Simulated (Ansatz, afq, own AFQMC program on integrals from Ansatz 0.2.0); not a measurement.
# BNH, quartet in 6-31G, levels against full CI

```xyz
3

B     0.0000    0.0000    0.0439
N     0.0000    0.0000   -1.2617
H     0.0000    0.0000    1.2178
```

Connectivity, by distances: BH–N.

Basis 6-31G. Noble-gas cores (and the filled d shells of Ga–Kr and In–Xe) are frozen. Ansatz 0.2.0 and our own AFQMC program on the same integrals; the CISD trial comes from CCSD amplitudes, and released means the phaseless constraint is let go. Uncertainties: one standard error, sampling alone.

Determinant: UHF, the one that the program's search chose, which needn't be the lowest solution. The geometry is a PBE0/def2-TZVP stationary point of this or a neighbouring charge and spin state.

Full CI on the same integrals is exact in this basis and with this determinant's frozen core.

Cautions: another spin lies lower (by 5.25 eV).

* T1 diagnostic: 0.0126
* weight of the determinant in the CISD state: 0.944
* ⟨S²⟩ of the determinant: 3.774
* size of the correlated space: 9 electrons in 18 orbitals

Reference: full CI, correlation energy -2.821 eV. The released energy is read at 2.40 1/Eh (meV from the phaseless value at times in 1/Eh: -3 ± 3 at 0.24, -10 ± 3 at 0.51, -12 ± 3 at 0.99, -7 ± 3 at 1.62, 1 ± 4 at 2.40).

| level | E − E(reference) (kJ/mol) | share of correlation (%) |
| --- | --- | --- |
| HF | 272.2 | 0.00 |
| MP2 | 62.8 | 76.93 |
| CCSD | 5.3 | 98.07 |
| CCSD(T) | 1.5 | 99.46 |
| CCSDT | 0.3 | 99.89 |
| CCSDT(Q) | 0.1 | 99.98 |
| CCSDTQ | 0.0 | 100.00 |
| ph-AFQMC/CISD | 0.9 ± 0.3 | 99.67 |
| released AFQMC | 1.0 ± 0.4 | 99.64 |

CCSDT and higher add their correlation energy to the determinant of the CCSD(T) run, since their own runs factorise the integrals more tightly (a shift of under 2 meV). Released energies are given only where the last usable release times agree within the noise; a slower fall can still hide under it.
